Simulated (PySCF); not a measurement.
PySCF job for LiH, SMILES [LiH], TDA-B3LYP/def2-TZVPD. Geometry optimised at PBE0-D3(BJ)/def2-TZVPD.

```python
import numpy as np
from pyscf import gto, scf, dft, tdscf

mol = gto.M(
    atom='''
    Li    0.00000000    0.00000000   -0.39905522
    H     0.00000000    0.00000000    1.19716565
    ''',
    basis='def2-TZVPD',
    charge=0,
    spin=0,
    symmetry=True,
    symmetry_subgroup='C2v',
    max_memory=1600,
    verbose=4,
)
mf = dft.RKS(mol, xc='b3lyp').density_fit(auxbasis='def2-universal-jkfit')
mf.grids.level = 3
mf.conv_tol = 1e-9
mf.max_cycle = 100
mf.kernel()
mf.grids = dft.Grids(mol).set(level=1).build(with_non0tab=True)  # coarser grid for the response kernel
td = tdscf.TDA(mf)
td.singlet = True
td.nstates = 10
td.conv_tol = 1e-4
td.positive_eig_threshold = 1e-6
td.kernel(x0=td.get_init_guess(mf, 15))
td.analyze()
tt = tdscf.TDA(mf)
tt.singlet = False
tt.nstates = 4
tt.conv_tol = 1e-4
tt.positive_eig_threshold = 1e-6
tt.kernel(x0=tt.get_init_guess(mf, 9))
tt.analyze(verbose=3)
```

Program output:

```
PySCF version 2.14.0

[INPUT] verbose = 4
[INPUT] num. atoms = 2
[INPUT] num. electrons = 4
[INPUT] charge = 0
[INPUT] spin (= nelec alpha-beta = 2S) = 0
[INPUT] symmetry True subgroup C2v
[INPUT] Mole.unit = angstrom
[INPUT] Symbol           X                Y                Z      unit          X                Y                Z       unit  Magmom
[INPUT]  1 Li     0.000000000000   0.000000000000  -0.399055220000 AA    0.000000000000   0.000000000000  -0.754105074378 Bohr   0.0
[INPUT]  2 H      0.000000000000   0.000000000000   1.197165650000 AA    0.000000000000   0.000000000000   2.262315204237 Bohr   0.0

nuclear repulsion = 0.99455636910699
point group symmetry = Coov, use subgroup C2v
symmetry origin: [ 0.00000000e+00  0.00000000e+00 -4.72431527e-09]
symmetry axis x: [1. 0. 0.]
symmetry axis y: [0. 1. 0.]
symmetry axis z: [0. 0. 1.]
num. orbitals of irrep A1 = 14
num. orbitals of irrep B1 = 6
num. orbitals of irrep B2 = 6
number of shells = 14
number of NR pGTOs = 34
number of NR cGTOs = 26
basis = def2-TZVPD
ecp = {}


******** <class 'pyscf.df.df_jk.DFSymAdaptedRKS'> ********
method = DFSymAdaptedRKS
initial guess = minao
damping factor = 0
level_shift factor = 0
DIIS = <class 'pyscf.scf.diis.CDIIS'>
diis_start_cycle = 1
diis_space = 8
diis_damp = 0
SCF conv_tol = 1e-09
SCF conv_tol_grad = None
SCF max_cycles = 100
direct_scf = False
XC library pyscf.dft.libxc version 7.1.2
    S. Lehtola, C. Steigemann, M. J. T. Oliveira, and M. A. L. Marques,  SoftwareX 7, 1–5 (2018)
XC functionals = b3lyp
    P. J. Stephens, F. J. Devlin, C. F. Chabalowski, and M. J. Frisch,  J. Phys. Chem. 98, 11623 (1994)
radial grids:
    Treutler-Ahlrichs [JCP 102, 346 (1995); DOI:10.1063/1.469408] (M4) radial grids

becke partition: Becke, JCP 88, 2547 (1988); DOI:10.1063/1.454033
pruning grids: <function nwchem_prune>
grids dens level: 3
symmetrized grids: True
atomic radii adjust function: <function treutler_atomic_radii_adjust>
small_rho_cutoff = 0
Freeze 0 electrons in irreps []
    4 free electrons in irreps A1 B1 B2
Set gradient conv threshold to 3.16228e-05
Initial guess from minao.
tot grids = 23536
******** <class 'pyscf.df.df.DF'> ********
auxbasis = def2-universal-jkfit
init E= -7.94385118921671
HOMO (A1) = -0.295041658822807  LUMO (A1) = -0.0768525144533798  gap/eV = 5.93723
cycle= 1 E= -8.06690096031999  delta_E= -0.123  |g|= 0.19  |ddm|= 0.794
HOMO (A1) = -0.137541189429814  LUMO (A1) = -0.0440631652809034  gap/eV = 2.54367
cycle= 2 E= -8.07673405774256  delta_E= -0.00983  |g|= 0.119  |ddm|= 0.487
HOMO (A1) = -0.201990881484146  LUMO (A1) = -0.0528215520400501  gap/eV = 4.05910
cycle= 3 E= -8.08728702570917  delta_E= -0.0106  |g|= 0.0107  |ddm|= 0.231
HOMO (A1) = -0.195748892609659  LUMO (A1) = -0.0506861699961192  gap/eV = 3.94736
cycle= 4 E= -8.0873593184303  delta_E= -7.23e-05  |g|= 0.000427  |ddm|= 0.0196
HOMO (A1) = -0.195613366214223  LUMO (A1) = -0.050328144201444  gap/eV = 3.95341
cycle= 5 E= -8.08735965299091  delta_E= -3.35e-07  |g|= 7.12e-05  |ddm|= 0.00172
HOMO (A1) = -0.195574868793355  LUMO (A1) = -0.0502504429363289  gap/eV = 3.95448
cycle= 6 E= -8.08735966231088  delta_E= -9.32e-09  |g|= 1.3e-05  |ddm|= 0.000312
HOMO (A1) = -0.195570899193593  LUMO (A1) = -0.0502399247211709  gap/eV = 3.95466
cycle= 7 E= -8.08735966251037  delta_E= -1.99e-10  |g|= 1.23e-06  |ddm|= 5.25e-05
HOMO (A1) = -0.195570051530317  LUMO (A1) = -0.0502395978693579  gap/eV = 3.95464
Extra cycle  E= -8.08735966251089  delta_E= -5.22e-13  |g|= 6.37e-07  |ddm|= 2.71e-06
converged SCF energy = -8.08735966251089
tot grids = 7560
Overwritten attributes  positive_eig_threshold  of <class 'pyscf.tdscf.rks.TDA'>


******** <class 'pyscf.tdscf.rks.TDA'> for <class 'pyscf.df.df_jk.DFSymAdaptedRKS'> ********
nstates = 10 singlet
deg_eia_thresh = 1.000e-03
wfnsym = None
conv_tol = 0.0001
eigh lindep = 1e-12
eigh level_shift = 0
eigh max_cycle = 100


Excitation energies (eV)
[3.31537015 4.31110731 4.31110731 5.9576221  6.29215905 6.29215906
 6.5407072  8.85135773 9.99405364 9.99405364]

** Singlet excitation energies and oscillator strengths **
Excited State   1:   A1      3.31537 eV    373.97 nm  f=0.0819
       2 -> 3         0.69623
Excited State   2:   B1      4.31111 eV    287.59 nm  f=0.2003
       2 -> 4         0.70492
Excited State   3:   B2      4.31111 eV    287.59 nm  f=0.2003
       2 -> 5         0.70492
Excited State   4:   A1      5.95762 eV    208.11 nm  f=0.0017
       2 -> 6         0.67403
       2 -> 9        -0.19417
Excited State   5:   B1      6.29216 eV    197.05 nm  f=0.0156
       2 -> 7         0.70346
Excited State   6:   B2      6.29216 eV    197.05 nm  f=0.0156
       2 -> 8        -0.70346
Excited State   7:   A1      6.54071 eV    189.56 nm  f=0.0083
       2 -> 6        -0.18040
       2 -> 9        -0.67300
Excited State   8:   A1      8.85136 eV    140.07 nm  f=0.2715
       2 -> 10       -0.69629
Excited State   9:   B1      9.99405 eV    124.06 nm  f=0.3738
       2 -> 11        0.70333
Excited State  10:   B2      9.99405 eV    124.06 nm  f=0.3738
       2 -> 12        0.70333

** Transition electric dipole moments (AU) **
state          X           Y           Z        Dip. S.      Osc.
  1        -0.0000     -0.0000     -1.0044      1.0089      0.0819
  2         1.3770     -0.0000      0.0000      1.8962      0.2003
  3         0.0000      1.3770     -0.0000      1.8962      0.2003
  4        -0.0000     -0.0000      0.1083      0.0117      0.0017
  5         0.3179     -0.0000      0.0000      0.1010      0.0156
  6        -0.0000     -0.3179      0.0000      0.1010      0.0156
  7         0.0000      0.0000     -0.2281      0.0520      0.0083
  8        -0.0000     -0.0000     -1.1188      1.2518      0.2715
  9         1.2355     -0.0000      0.0000      1.5265      0.3738
 10         0.0000      1.2355      0.0000      1.5265      0.3738

** Transition velocity dipole moments (imaginary part, AU) **
state          X           Y           Z        Dip. S.      Osc.
  1        -0.0000     -0.0000     -0.0986      0.0097      0.0532
  2         0.1759     -0.0000      0.0000      0.0309      0.1302
  3         0.0000      0.1759     -0.0000      0.0309      0.1302
  4        -0.0000     -0.0000      0.0603      0.0036      0.0111
  5         0.0457     -0.0000      0.0000      0.0021      0.0060
  6        -0.0000     -0.0457      0.0000      0.0021      0.0060
  7         0.0000      0.0000     -0.0591      0.0035      0.0097
  8        -0.0000      0.0000     -0.2885      0.0832      0.1705
  9         0.3729      0.0000      0.0000      0.1390      0.2524
 10         0.0000      0.3729      0.0000      0.1390      0.2524

** Transition magnetic dipole moments (imaginary part, AU) **
state          X           Y           Z
  1         0.0000     -0.0000     -0.0000
  2        -0.0000     -0.4698     -0.0000
  3         0.4698      0.0000     -0.0000
  4         0.0000      0.0000     -0.0000
  5        -0.0000     -0.3200     -0.0000
  6        -0.3200     -0.0000     -0.0000
  7        -0.0000      0.0000     -0.0000
  8        -0.0000     -0.0000     -0.0000
  9        -0.0000     -0.7064     -0.0000
 10         0.7064      0.0000     -0.0000


******** <class 'pyscf.tdscf.rks.TDA'> for <class 'pyscf.df.df_jk.DFSymAdaptedRKS'> ********
nstates = 4 triplet
deg_eia_thresh = 1.000e-03
wfnsym = None
conv_tol = 0.0001
eigh lindep = 1e-12
eigh level_shift = 0
eigh max_cycle = 100


Excitation energies (eV)
[2.71430213 3.95998483 3.95998483 5.40802317]

** Triplet excitation energies and oscillator strengths **
Excited State   1:   A1      2.71430 eV    456.78 nm  f=0.0000
Excited State   2:   B1      3.95998 eV    313.09 nm  f=0.0000
Excited State   3:   B2      3.95998 eV    313.09 nm  f=0.0000
Excited State   4:   A1      5.40802 eV    229.26 nm  f=0.0000
```

The calculation finished and met its thresholds.

Cost: very roughly 1.0 core-seconds.
